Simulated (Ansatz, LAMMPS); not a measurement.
Ladder of methods for the equilibrium lattice constant a of 2H MoS₂

Reference value: 3.16 Å (measured, 300 K, no zero-point or thermal correction; as tabulated in arXiv:1605.07067).

| level (code) | value (Å) |
|---|---|
| REBO MoS.rebomos (LAMMPS) | 3.166 |
| PBE (Ansatz) | 3.185 |
| rVV10 (Ansatz) | 3.215 |
| r²SCAN-D4 (Ansatz) | (withheld) |
| HSE06 (Ansatz) | 3.150 |

What belongs in the gaps?


- r²SCAN-D4 (Ansatz, a program for electronic structure), value (Å): 3.174

Differences against the reference: REBO MoS.rebomos +0.19 %, PBE +0.79 %, rVV10 +1.74 %, r²SCAN-D4 +0.44 %, HSE06 -0.32 %.

Leaving aside REBO MoS.rebomos, which can be fitted to such values or carry a doubt: The reference is not for a static lattice or low temperature, so close values are not ranked against it. Off by more than 1.25 % (a bound picked here): rVV10 (+1.74 %).

The reference has no zero-point or thermal correction, while the calculations are for a static lattice, so the differences are not the levels' errors alone. A static lattice is as a rule a little smaller than the measured one.  PBE, HSE06: the cell comes from a level without a dispersion term, which matters for the spacing of layers, chains or molecules. Cutoffs and k meshes differ between the levels. Ansatz's density-functional and Hartree–Fock values are scalar-relativistic unless marked +SOC, with PAW data made under PBE.

Empirical potentials (REBO MoS.rebomos) are fitted to chosen data, which need not cover the solid at hand: agreement can be built in, and what lay outside the fit can be far off.

Differences are worked out from the printed values.
